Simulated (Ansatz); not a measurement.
**Structure relaxation of W2I**

Computed with Ansatz, DFT PBE, scalar-relativistic, plane waves, PAW. Cutoff 420 eV, Γ-centred k mesh, Gaussian smearing, no spin polarisation in the final step.

W2I was placed on the marcasite structure type (Pnnm, No. 58), with I in place of Fe, W in place of S, at a guessed volume.

```
W I
1.0
     5.26968    0.00000    0.00000
     0.00000    6.43160    0.00000
     0.00000    0.00000    4.01504
W I
4 2
Direct
  0.20040 0.37870 0.00000
  0.79960 0.62130 0.00000
  0.70040 0.12130 0.50000
  0.29960 0.87870 0.50000
  0.00000 0.00000 0.00000
  0.50000 0.50000 0.50000
```

Cell and atoms relax at zero pressure; the relaxation can't lower the symmetry of the start. After a coarse first stage the cell is made exact in the group found at 0.06 Å.

Formation energies are uncorrected and refer to the elements' standard structures at the same level.

Task: What does it relax into?

Result: It ends in Immm (No. 71). Conventional cell: a = 3.163 Å, b = 4.342 Å, c = 8.094 Å. Around W lie 1 I at 2.68 Å, 1 W at 2.73 Å, 4 W at 2.99 Å, 4 I at 3.01 Å and 2 W at 3.16 Å; around I lie 2 W at 2.68 Å, 8 W at 3.01 Å and 2 I at 3.16 Å.

```xyz
3
Lattice="-1.5814 2.1708 4.0470 1.5814 -2.1708 4.0470 1.5814 2.1708 -4.0470" Properties=species:S:1:pos:R:3 pbc="T T T"
W     0.0000    0.0000    5.4104
W     0.0000    0.0000    2.6835
I     0.0000    0.0000    0.0000
```

Task: What are its volume, energy, density and gap?

Result: The volume per atom is 18.52 Å³. The density is 14.78 g/cm³. The energy over the elements is 1.41 eV/atom. The gap on the 18×18×18 mesh is 0 eV (a metal).

The final run used a 18×18×18 mesh on its 3-atom cell and 0.10 eV smearing. The k mesh leaves about 4 meV/atom of noise in metals. Spin–orbit coupling is left out. A structure relaxed within its symmetry needn't be a true minimum.